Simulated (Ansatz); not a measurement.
Mo₃P₂: from a trial structure to a relaxed crystal

The calculation used DFT PBE, scalar-relativistic, plane waves, PAW (Ansatz). Cutoff 420 eV, Γ-centred k mesh, Gaussian smearing, no spin polarisation in the final step.

Mo₃P₂ was placed on the sites of a reported La2O3 cell (P321, No. 150), with P in place of La, Mo in place of O, at a guessed volume.

```
Mo P
1.0
     3.79997    0.00000    0.00000
    -1.89998    3.29087    0.00000
     0.00000    0.00000    5.91751
Mo P
3 2
Direct
  0.25000 0.25000 0.00000
  0.75000 0.00000 0.00000
  0.00000 0.75000 0.00000
  0.33333 0.66667 0.25000
  0.66667 0.33333 0.75000
```

Steps on the 6×6×4 mesh (5 atoms). 12 of 26 steps are shown, and the free energy counts from the last. Trial steps that were taken back and renewals of the plane-wave basis can be among the rows.

| step | ΔF (meV/atom) | V (Å³/atom) | P (GPa) | largest force component (eV/Å) |
| --- | --- | --- | --- | --- |
| 1 | 10532.6 | 14.80 | 309.97 | 82.775 |
| 3 | 2161.2 | 18.16 | 61.81 | 4.677 |
| 6 | 1088.2 | 21.78 | 0.55 | 1.457 |
| 8 | 1040.2 | 20.37 | -1.00 | 0.653 |
| 10 | 962.3 | 18.43 | 1.18 | 1.323 |
| 12 | 712.5 | 16.44 | 4.11 | 3.430 |
| 15 | 230.0 | 14.78 | 6.60 | 1.167 |
| 17 | 259.6 | 14.92 | 2.50 | 2.141 |
| 19 | 191.3 | 14.85 | 0.37 | 0.018 |
| 21 | 12.3 | 15.13 | 4.58 | 0.153 |
| 24 | 0.3 | 15.44 | -0.18 | 0.047 |
| 26 | 0.0 | 15.42 | 0.01 | 0.001 |

A final relaxation ran on a 9×9×12 mesh. The relaxed crystal, P-62m (No. 189):

```
Mo P
1.0
     5.19423    0.00000    0.00000
    -2.59712    4.49834    0.00000
     0.00000    0.00000    3.30329
Mo P
3 2
Direct
  0.29774 0.29774 0.00000
  0.70226 0.00000 0.00000
  0.00000 0.70226 0.00000
  0.33333 0.66667 0.50000
  0.66667 0.33333 0.50000
```

| Item | Value |
| --- | --- |
| Volume per atom | 15.44 Å³ |
| Density | 7.53 g/cm³ |
| Energy over the elements | -0.20 eV/atom |
| Gap on the 9×9×12 mesh | 0 eV (a metal) |

The zero of energy is the elements' standard structures at the same level; no fitted shifts are applied.

The final run used a 9×9×12 mesh on its 5-atom cell and 0.10 eV smearing. For metals, differences of a few meV/atom aren't resolved.

A structure relaxed within its symmetry needn't be a true minimum.